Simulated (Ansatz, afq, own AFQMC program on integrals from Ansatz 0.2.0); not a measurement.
**AlBH, quartet in 6-31G, levels against full CI**

```yaml
atoms:
  - { symbol: B, position_ang: [0.0000, 0.0000, 1.8170] }
  - { symbol: Al, position_ang: [0.0000, 0.0000, -0.1200] }
  - { symbol: H, position_ang: [0.0000, 0.0000, -1.6970] }
```

Connectivity, by distances: B–AlH.

Basis 6-31G. Noble-gas cores (and the filled d shells of Ga–Kr and In–Xe) are frozen. AFQMC by an in-house program on the Cholesky factors that Ansatz 0.2.0 writes for its CCSD(T) run. The CISD trial takes its coefficients from CCSD amplitudes. Released means that phaseless walkers are propagated on without the constraint, phases kept. Free projection: walkers drawn from exp(T), propagated without any constraint. Its projection time is finite, and what remains of the start isn't in its error. Uncertainties: one standard error, sampling alone.

Determinant: UHF, the one that the program's search chose, which needn't be the lowest solution. The geometry is a PBE0/def2-TZVP stationary point of this or a neighbouring charge and spin state.

Full CI on the same integrals is exact in this basis and with this determinant's frozen core.

Cautions: lower spins were not checked.

```
T1 diagnostic                               : 0.0264
weight of the determinant in the CISD state : 0.912
⟨S²⟩ of the determinant                     : 3.755
size of the correlated space                : 7 electrons in 18 orbitals
```

| level | correlation energy (eV) |
| --- | --- |
| MP2 | -1.5614 |
| CCSD | -2.1507 |
| CCSD(T) | -2.2136 |

(1) Estimate where phaseless AFQMC with a CISD trial lies against CCSD(T) on the same integrals.

(1) 14.2 ± 4.1 meV below CCSD(T).

Reference: full CI, correlation energy -2.247 eV. The released energy is read at 2.40 1/Eh (meV from the phaseless value at times in 1/Eh: -7 ± 8 at 0.24, -11 ± 5 at 0.51, -11 ± 4 at 0.99, -9 ± 3 at 1.62, -11 ± 3 at 2.40).

```
         level  E − E(reference) (meV)  share of correlation (%)
       CCSD(T)                    33.4                     98.51
         CCSDT                     8.1                     99.64
      CCSDT(Q)                     2.2                     99.90
        CCSDTQ                     0.4                     99.98
   ph-AFQMC/HF            129.5 ± 21.1                     94.24
 ph-AFQMC/CISD              19.2 ± 4.1                     99.15
released AFQMC               8.1 ± 3.3                     99.64
    free AFQMC               2.6 ± 5.0                     99.89
```

CCSDT and higher add their correlation energy to the determinant of the CCSD(T) run, since their own runs factorise the integrals more tightly (a shift of under 2 meV). Free projections are given only where their last times agree within the noise and don't stop above the reference; a slow remainder of the start can still hide under it. A walk keeps the symmetry of its determinant, which the program's search chose and which needn't be the lowest solution, so a lower state of the same spin and another symmetry isn't excluded. Released energies are given only where the last usable release times agree within the noise; a slower fall can still hide under it.
